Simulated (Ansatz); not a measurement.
Frontier orbitals of C4H5F, SMILES `CC1C=C1F`.

Charge 0, multiplicity 1. All single points use the PBE0-D4/def2-TZVP geometry. Basis def2-TZVPP, Ansatz 0.2.0.

Orbital energies of one run (eV). Highest occupied ones, from the top: -6.21, -7.28, -8.16, -9.33, -10.15, -10.56, -11.74, -12.15, -13.02, -14.36, -15.20, -17.75, -22.21, -31.29. Empty: -0.84, 0.40, 1.27, 1.50, 1.74, 2.22.

(1) Which functional gave them?
A. PBE0
B. HSE06 (plane-wave form)
C. r2SCAN0
D. LDA (SPW92)

## Answers

(1) D. HOMO energies: LDA (SPW92) -6.21, r2SCAN0 -7.38, HSE06 -6.85, PBE0 -7.25 eV.
